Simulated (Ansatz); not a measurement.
# CHNS3: a ladder of functionals and wavefunction methods

Aim: compute CHNS3 with functionals from several rungs and with coupled cluster. The yardstick is the atomisation energy at the CCSD(T) limit.

Method: functionals in def2-TZVPP, the program's frozen cores in correlated methods; program: Ansatz 0.2.0, Gaussian basis.

Plan: LDA (SPW92), PBE-D4, revPBE-D4, BLYP-D4, r2SCAN-D4, B97M-V, PBE0-D4, B3LYP-D4, r2SCANh-D4, r2SCAN0-D4, HSE06-D4, BHLYP-D4, CAM-B3LYP-D4, LC-ωPBE, ωB97X-V, ωB97M-V, B2PLYP, PBE-QIDH; CCSD(T)/def2-SVP; CCSD(T)/def2-TZVPP; MP2/def2-QZVPP; extrapolation to the limit; RPA on PBE.

### Step 1. The geometry

The geometry comes from an earlier relaxation with PBE0-D4 in a triple-zeta def2 set; it is a stationary point.

SMILES `N=c1sss1`, 6 atoms, charge 0, spin multiplicity 1.

Atoms are counted from 1 here; the program's logs count them from 0.

Bond lengths: N1–C2 1.251 Å, N1–H6 1.016 Å, C2–S3 1.771 Å, C2–S5 1.760 Å, S3–S4 2.090 Å, S4–S5 2.097 Å. Angles: C2–N1–H6 114.9°, N1–C2–S3 132.4°, N1–C2–S5 123.9°, S3–C2–S5 103.7°, C2–S3–S4 86.5°, S3–S4–S5 83.1°, C2–S5–S4 86.6°.

### Step 2. LDA

This LDA is Slater exchange with PW92 correlation.

File in.yaml:

```yaml
crystal:
  periodic: [false, false, false]
  atoms:
    - {symbol: N, position_ang: [-0.316206, 1.403177, 0.592781]}
    - {symbol: C, position_ang: [-0.047739, 0.310641, 0.046347]}
    - {symbol: S, position_ang: [0.030671, -1.346826, 0.666193]}
    - {symbol: S, position_ang: [0.547018, -1.914560, -1.277606]}
    - {symbol: S, position_ang: [0.361640, 0.138967, -1.657148]}
    - {symbol: H, position_ang: [-0.533284, 1.344603, 1.583233]}
basis:
  gaussian: {orbitals: def2-TZVPP}
hamiltonian: {xc: lda}
output: {orbitals: {seedname: orbitals}}
```

Started as:

```sh
$ ansatz run in.yaml --threads 2 --pin off --events-out ev --progress --plain --max-ram 4352MiB
```

The runs that follow: PBE-D4 (GGA); revPBE-D4 (GGA); BLYP-D4 (GGA); r2SCAN-D4 (meta-GGA); B97M-V (meta-GGA); PBE0-D4 (hybrid); B3LYP-D4 (hybrid); r2SCANh-D4 (hybrid); r2SCAN0-D4 (hybrid); HSE06-D4 (hybrid); BHLYP-D4 (hybrid); CAM-B3LYP-D4 (range-separated); LC-ωPBE (range-separated); ωB97X-V (range-separated); ωB97M-V (range-separated); B2PLYP (double hybrid); PBE-QIDH (double hybrid); CCSD(T) in def2-SVP; CCSD(T) in def2-TZVPP; MP2 in def2-QZVPP; RPA on PBE orbitals.

**Question.** What will the summary of the whole plan be? Wanted: atomisation energy, CCSD(T)/CBS; farthest beyond LDA; mean size of error, GGA; mean size of error, meta-GGA; mean size of error, hybrid; mean size of error, range-separated; mean size of error, double hybrid; gap, smallest and largest; T1 diagnostic.

The runs gave:

| quantity | value |
| --- | --- |
| atomisation energy, CCSD(T)/CBS | 487.9 kcal/mol |
| functionals within 2.4 kcal/mol (0.5 %) | B3LYP-D4, r2SCANh-D4, PBE-QIDH |
| farthest beyond LDA | PBE-D4 (+43.9 kcal/mol) |
| mean size of error, GGA | 28.2 kcal/mol |
| mean size of error, meta-GGA | 11.2 kcal/mol |
| mean size of error, hybrid | 13.5 kcal/mol |
| mean size of error, range-separated | 6.5 kcal/mol |
| mean size of error, double hybrid | 4.9 kcal/mol |
| gap, smallest and largest | 1.68 eV (LDA (SPW92)), 8.74 eV (LC-ωPBE) |
| T1 diagnostic | 0.0173 |
| triples share of the correlation energy | 5.5 % |

What this shows: LDA overbinds by 129.0 kcal/mol (26 %). PBE-D4 is off by +43.9 kcal/mol. Double hybrids carry the basis error of their MP2 part in triple zeta, and no dispersion term here, so their miss is partly the set-up's. By mean error the best rung here is double hybrid (4.9 kcal/mol) and the worst beyond LDA is GGA (28.2 kcal/mol). The gap between the best rungs is small, so their order is not settled. The reference freezes the cores and leaves out relativity and excitations past (T), so misses under about 2.4 kcal/mol can't be ranked. Hartree-Fock recovers 54 % of the binding; the rest is correlation. CCSD(T) in def2-SVP is off by -63.0 kcal/mol, so the small basis spoils what the method gains. The gap grows from 1.7 to 8.7 eV across the functionals, mostly with the share of exact exchange.
